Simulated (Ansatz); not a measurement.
InP (zinc blende): values from a third-order Birch-Murnaghan fit to a volume scan beside measured ones. Computed values: PBE (plane waves to 420 eV, PAW, scalar-relativistic; Ansatz, a first-principles code). InP was relaxed with its symmetry unable to fall. The PAW data are Ansatz's earlier set.

```json
[
 {"quantity": "Lattice constant a (Å)", "reference": "5.858", "kind": "measured, corrected to the static lattice", "PBE": "5.960", "difference": "+1.7 %"},
 {"quantity": "Bulk modulus B₀ (GPa)", "reference": "72", "kind": "measured, corrected to the static lattice", "PBE": "59.1", "difference": "-18.0 %"}
]
```

PBE overestimates the lattice constant a by 1.7 %. PBE underestimates the bulk modulus B₀ by 18.0 %.

References as given in: Daniel Mejia-Rodriguez, S. B. Trickey, Physical Review B (2018), arXiv:1807.09216.

(A scan under strain: stresses follow from slopes of the energy per volume, elastic moduli from its curvatures.)
